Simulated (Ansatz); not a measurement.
# Scan of [OH···H···N], quartet

Starting geometry:

```xyz
4

O    -1.1404   -0.0292    0.0000
H    -1.3897    0.8974    0.0000
H    -0.1808   -0.0292    0.0000
N     1.4156   -0.0292    0.0000
```

From there H3 is moved from one fragment to the other while all else, the fragments' distance too, stays fixed; atoms are numbered as listed. Energies are in eV, counted from the starting geometry at the same level. Kohn–Sham curves are unrestricted where that lies lower.

Basis cc-pVTZ; Ansatz 0.2.0. Only valence electrons are correlated (noble-gas cores frozen). Prefix R: restricted or restricted open-shell reference; prefix U: unrestricted.

Full CI isn't at hand for all of this; UCCSDT(Q) serves as the reference, and is uncertain by about the last step of the cluster series. The frozen core follows each run's orbitals, which can shift R against U totals by a few meV.

```tsv
distance O1-H3 (Å)	UCCSDT(Q)	curve A	curve B	curve C	curve D
0.960	0.000	0.000	0.000	0.000	0.000
1.039	0.178	0.152	0.302	0.179	0.199
1.198	0.899	0.795	1.287	0.900	0.980
1.357	1.423	1.223	1.754	1.424	1.531
1.516	1.565	1.344	1.447	1.566	1.587
```

Q: The curves come from RCCSD, RCCSDT(Q), UHF, wB97M-V. Compare each with UCCSDT(Q) and say which is which.

A: A: wB97M-V, B: UHF, C: RCCSDT(Q), D: RCCSD. Spread of the error against UCCSDT(Q), over the points where both stand: A 0.221, B 0.505, C 0.001, D 0.108 eV.
